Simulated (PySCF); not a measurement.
# Energy profile

The step: SiNH₅ ([NH2][SiH3]) + H₂O → SiH₄O ([OH][SiH3]) + NH₃; bonds formed: Si1–O7, N2–H6; bonds broken: Si1–N2, H6–O7 (atoms numbered as in the saddle structure below).

```csv
atom,x (Å),y (Å),z (Å)
Si1,-0.7708,0.0544,-0.3822
N2,0.4608,-0.7199,0.8098
H3,-1.7753,-1.0842,-0.3011
H4,-1.5926,1.1545,0.1763
H5,-0.4564,-0.0408,-1.8363
H6,1.0995,0.2509,0.4597
O7,0.8181,1.2962,-0.2166
H8,0.1513,-0.7449,1.7739
H9,0.7746,-1.6455,0.5465
H10,1.2911,1.4789,-1.0300
```

Electronic energies by CCSD(T) at an estimated basis limit (MP2 extrapolated from triple and quadruple zeta, plus CCSD(T) − MP2 in triple zeta), on PBE0-D4/def2-TZVP structures; SiNH$_{7}$O, closed shell; no counterpoise correction. Computed with PySCF 2.14 with density fitting (its default auxiliary sets; JK sets also for MP2 and CCSD(T)) (basis: def2-TZVPP and def2-QZVPP); correlated methods freeze the cores. Extrapolation: Hartree–Fock as exp(−7.88 √X), correlation as X^−2.97.

(1) Give the profile in kJ/mol, counted from the separated reactants. (Judge from chemistry; the value comes from the calculation.)

T1 diagnostic: at most 0.011.

Answers

(1) The calculation gives:
```csv
point,kJ/mol
"separated: SiNH$_{5}$ (linked as [NH2][SiH3]; Si1, N2, H3, H4, H5, H8, H9; singlet) + H$_{2}$O (H6, O7, H10; singlet)",0.0
start structure,-20.8
saddle,91.1
end structure,-50.8
"separated: SiH$_{4}$O (linked as [OH][SiH3]; Si1, H3, H4, H5, O7, H10; singlet) + NH$_{3}$ (N2, H6, H8, H9; singlet)",-38.8
```

The step is the kind of ligand exchange by which a precursor binds to a hydroxyl group, or is hydrolysed, in atomic layer deposition of oxides.

For scale, one of the runs: CCSD(T)/def2-TZVPP, 202 basis functions, launched by `OMP_NUM_THREADS=4 python run.py`. Time: 5.5 min of wall clock on 4 CPU threads of an Arm Neoverse V2; the host was shared. Peak host memory: 2.5 GiB.
